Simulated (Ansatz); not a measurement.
Compare A (`C=CC(N)=O`) with its isomer B (`OC1=CNC1`).

Gas-phase electronic energies from Ansatz, PBE0-D4/def2-TZVP geometries. CCSD(T)/CBS adds triple-zeta CCSD(T) − MP2 to the extrapolated MP2 energy (def2 sets, frozen cores). Functionals use def2-TZVPP. B3LYP here is the variant with VWN-RPA as its local correlation; programs differ in this. One conformer a species, not always the lowest.

**Question.** Which is lower in electronic energy at CCSD(T)/CBS, and by how much? (Best estimate.)

**Answer.** Ansatz gave: A, by 193.8 kJ/mol.

**Question.** Give E(B) − E(A) in kJ/mol with B3LYP, B3LYP-D4, CCSD(T)/def2-TZVPP, ωB97M-V, B2PLYP, MP2/def2-TZVPP, CCSD(T)/def2-SVP. (Estimate.)

**Answer.** The calculation gave: B3LYP 212.8, B3LYP-D4 212.4, CCSD(T)/def2-TZVPP 195.4, ωB97M-V 197.1, B2PLYP 209.1, MP2/def2-TZVPP 192.2, CCSD(T)/def2-SVP 208.4. None reverses the order clearly.

**Question.** Does the order hold for the free energy at 298.15 K (harmonic terms from PBE0-D4)? (An estimate is asked.)

**Answer.** Computed: Yes: G(B) − G(A) = +200.2 kJ/mol, for one conformer each.

Largest T1 diagnostic: 0.015.

In def2-TZVPP, CCSD(T) changes the Hartree–Fock value by −35.9 kJ/mol (the triples alone add −1.2 kJ/mol) and MP2 by −39.0 kJ/mol. At CCSD(T), def2-SVP lies +14.6 kJ/mol from the extrapolated value and def2-TZVPP +1.5 kJ/mol.
